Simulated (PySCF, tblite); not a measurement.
Isomers of C4H4FP, one GFN2-xTB conformer each. Single-point energies are computed at PBE0/pcSseg-1 (PySCF, gas phase, no added dispersion term), electronic only.

```json
{"SMILES": "C#C/P=C(\\C)F", "GFN2-xTB relative energy (kJ/mol)": "165.1"}
{"SMILES": "C#CC/P=C\\F", "GFN2-xTB relative energy (kJ/mol)": "191.3"}
{"SMILES": "Fc1cc[pH]c1", "GFN2-xTB relative energy (kJ/mol)": "0.0"}
```

Conformers: `[CH:1]#[C:2][CH2:3]/[P:4]=[CH:5]\[F:6]` with C2–C3–P4–C5 94°.

What does PBE0/pcSseg-1 give for the same structures?

| SMILES | PBE0/pcSseg-1 E (Eh) | PBE0/pcSseg-1 (kJ/mol) | GFN2-xTB (kJ/mol) | point group |
| --- | --- | --- | --- | --- |
| Fc1cc[pH]c1 | -595.53172 | 0.0 | 0.0 | – |
| C#C/P=C(\C)F | -595.46977 | 162.6 | 165.1 | Cs |
| C#CC/P=C\F | -595.45391 | 204.3 | 191.3 | C1 |

Both levels put the same isomer lowest; measured from each level's own lowest isomer, the values differ by up to 13.0 kJ/mol (C#CC/P=C\F: 191.3 against 204.3). 

Which frontier levels, dipoles and rotational constants go with these structures?

```tsv
SMILES	HOMO (eV, PBE0/pcSseg-1)	LUMO (eV)	dipole (D)	A, B, C (MHz)
Fc1cc[pH]c1	-7.00	-1.37	1.41	6783, 2387, 1789
C#C/P=C(\C)F	-6.93	-1.87	2.48	5860, 1966, 1486
C#CC/P=C\F	-7.35	-1.64	0.52	4640, 1933, 1580
```

What happens when harmonic zero-point energies from GFN2-xTB frequencies are added?

| SMILES | ZPE (kJ/mol) | electronic (kJ/mol) | with ZPE (kJ/mol) |
| --- | --- | --- | --- |
| Fc1cc[pH]c1 | 169.5 | 0.0 | 0.0 |
| C#C/P=C(\C)F | 168.0 | 162.6 | 161.2 |
| C#CC/P=C\F | 167.0 | 204.3 | 201.8 |

The zero-point energies span 2.5 kJ/mol. The order is unchanged.
